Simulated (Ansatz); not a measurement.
C2H3FO (`O/C=C\F`). Total charge 0; spin multiplicity 1. The geometry is a stationary point of PBE0-D4/def2-TZVP. It is one conformer, not always the lowest.

```xyz
7

O     0.470   -0.856    1.166
C     0.196   -0.583   -0.126
C    -0.284    0.562   -0.586
F    -0.539    1.576    0.269
H     0.258   -0.080    1.697
H     0.404   -1.402   -0.800
H    -0.504    0.782   -1.620
```

(1) What is the dipole moment at r2SCAN/def2-TZVPP? (Best estimate.)

(2) And with PBE, B3LYP, ωB97M-V? (An estimate is asked.)

(3) Give the Mulliken charges with r2SCAN, ωB97M-V, B3LYP in def2-TZVPP. (An estimate is asked.)

Results:

(1) The calculation gave: 0.62 D, with components (-0.06, -0.07, -0.61) D in this frame, pointing from negative to positive charge.

(2) Computed: PBE 0.56 D, B3LYP 0.73 D, ωB97M-V 0.75 D.

(3) The calculation gave: 
```json
{"atom": "O1", "r2SCAN": "-0.31", "ωB97M-V": "-0.29", "B3LYP": "-0.29"}
{"atom": "C2", "r2SCAN": "0.06", "ωB97M-V": "0.05", "B3LYP": "0.04"}
{"atom": "C3", "r2SCAN": "0.07", "ωB97M-V": "0.06", "B3LYP": "0.06"}
{"atom": "F4", "r2SCAN": "-0.23", "ωB97M-V": "-0.22", "B3LYP": "-0.23"}
{"atom": "H5", "r2SCAN": "0.22", "ωB97M-V": "0.20", "B3LYP": "0.21"}
{"atom": "H6", "r2SCAN": "0.09", "ωB97M-V": "0.11", "B3LYP": "0.12"}
{"atom": "H7", "r2SCAN": "0.09", "ωB97M-V": "0.10", "B3LYP": "0.10"}
```

B3LYP here is the variant with VWN-RPA as its local correlation; programs differ in this.
